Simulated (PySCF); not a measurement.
PySCF input (B3PW91/6-31G* (5d)):

```python
from pyscf import gto, dft

mol = gto.M(
    atom='''
    C     0.01118773    0.75889942   -0.01238914
    C     1.30488840    1.02329449    0.00343307
    Cl   -0.63700773   -0.85323169    0.00417952
    H    -0.75905041    1.51625302   -0.03695357
    H     2.05291747    0.24314247    0.02802818
    H     1.63880765    2.05237986   -0.00839007
    ''',
    basis='6-31g*',
    charge=0,
    spin=0,
    verbose=4,
)

mf = dft.RKS(mol, xc='b3pw91')
mf.grids.level = 3
mf.conv_tol = 1e-9
mf.max_cycle = 100
mf.max_memory = 1500
mf.kernel()
if not mf.converged:
    mf = mf.newton()
    mf.kernel(mf.make_rdm1())
mf.dip_moment()
```

Output:

```
PySCF version 2.14.0

[INPUT] verbose = 4
[INPUT] num. atoms = 6
[INPUT] num. electrons = 32
[INPUT] charge = 0
[INPUT] spin (= nelec alpha-beta = 2S) = 0
[INPUT] symmetry False subgroup None
[INPUT] Mole.unit = angstrom
[INPUT] Symbol           X                Y                Z      unit          X                Y                Z       unit  Magmom
[INPUT]  1 C      0.011187730000   0.758899420000  -0.012389140000 AA    0.021141745656   1.434112059891  -0.023412081519 Bohr   0.0
[INPUT]  2 C      1.304888400000   1.023294490000   0.003433070000 AA    2.465881699122   1.933746330876   0.006487562066 Bohr   0.0
[INPUT]  3 Cl    -0.637007730000  -0.853231690000   0.004179520000 AA   -1.203770148931  -1.612374214900   0.007898148132 Bohr   0.0
[INPUT]  4 H     -0.759050410000   1.516253020000  -0.036953570000 AA   -1.434397389639   2.865302943345  -0.069832126625 Bohr   0.0
[INPUT]  5 H      2.052917470000   0.243142470000   0.028028180000 AA    3.879451774635   0.459472677550   0.052965583970 Bohr   0.0
[INPUT]  6 H      1.638807650000   2.052379860000  -0.008390070000 AA    3.096897629342   3.878435838973  -0.015854934466 Bohr   0.0

nuclear repulsion = 88.8147291229937
number of shells = 26
number of NR pGTOs = 117
number of NR cGTOs = 52
basis = 6-31g*
ecp = {}

******** <class 'pyscf.dft.rks.RKS'> ********
method = RKS
initial guess = minao
damping factor = 0
level_shift factor = 0
DIIS = <class 'pyscf.scf.diis.CDIIS'>
diis_start_cycle = 1
diis_space = 8
diis_damp = 0
SCF conv_tol = 1e-09
SCF conv_tol_grad = None
SCF max_cycles = 100
direct_scf = True
direct_scf_tol = 1e-13
XC library pyscf.dft.libxc version 7.1.2
    S. Lehtola, C. Steigemann, M. J. T. Oliveira, and M. A. L. Marques,  SoftwareX 7, 1–5 (2018)
XC functionals = b3pw91
    A. D. Becke,  J. Chem. Phys. 98, 5648 (1993)
radial grids:
    Treutler-Ahlrichs [JCP 102, 346 (1995); DOI:10.1063/1.469408] (M4) radial grids

becke partition: Becke, JCP 88, 2547 (1988); DOI:10.1063/1.454033
pruning grids: <function nwchem_prune>
grids dens level: 3
symmetrized grids: False
atomic radii adjust function: <function treutler_atomic_radii_adjust>
small_rho_cutoff = 0
Set gradient conv threshold to 3.16228e-05
Initial guess from minao.
tot grids = 76544
init E= -538.30184048734
  HOMO = -0.300748352867652  LUMO = -0.0663109371840243  gap/eV = 6.37937
cycle= 1 E= -538.076034002863  delta_E= 0.226  |g|= 0.277  |ddm|=  2.3
  HOMO = -0.232721417351434  LUMO = 0.024484553357953  gap/eV = 6.99893
cycle= 2 E= -538.06648328187  delta_E= 0.00955  |g|= 0.341  |ddm|= 0.576
  HOMO = -0.258487669217085  LUMO = 0.00306233287719326  gap/eV = 7.11714
cycle= 3 E= -538.094978441031  delta_E= -0.0285  |g|= 0.0869  |ddm|= 0.338
  HOMO = -0.266736267652113  LUMO = -0.0034362499721734  gap/eV = 7.16476
cycle= 4 E= -538.097136275434  delta_E= -0.00216  |g|= 0.00902  |ddm|= 0.0937
  HOMO = -0.265368051967003  LUMO = -0.0015532256999542  gap/eV = 7.17877
cycle= 5 E= -538.097153889419  delta_E= -1.76e-05  |g|= 0.00384  |ddm|= 0.0134
  HOMO = -0.265626845663682  LUMO = -0.00205278726341618  gap/eV = 7.17222
cycle= 6 E= -538.097158016654  delta_E= -4.13e-06  |g|= 0.000909  |ddm|= 0.00624
  HOMO = -0.265630301137649  LUMO = -0.00198665047348712  gap/eV = 7.17411
cycle= 7 E= -538.097158241592  delta_E= -2.25e-07  |g|= 0.000169  |ddm|= 0.00128
  HOMO = -0.265630444728187  LUMO = -0.00199644496768236  gap/eV = 7.17385
cycle= 8 E= -538.097158249643  delta_E= -8.05e-09  |g|= 1.96e-05  |ddm|= 0.000185
  HOMO = -0.265629715724697  LUMO = -0.00199568921755144  gap/eV = 7.17385
cycle= 9 E= -538.097158249737  delta_E= -9.39e-11  |g|= 3.31e-06  |ddm|= 1.97e-05
  HOMO = -0.265629731430834  LUMO = -0.00199573488485649  gap/eV = 7.17385
Extra cycle  E= -538.09715824973  delta_E= 7.05e-12  |g|= 5.59e-06  |ddm|= 7.95e-06
converged SCF energy = -538.09715824973
Dipole moment(X, Y, Z, Debye):  0.68683,  1.43647, -0.01306
```
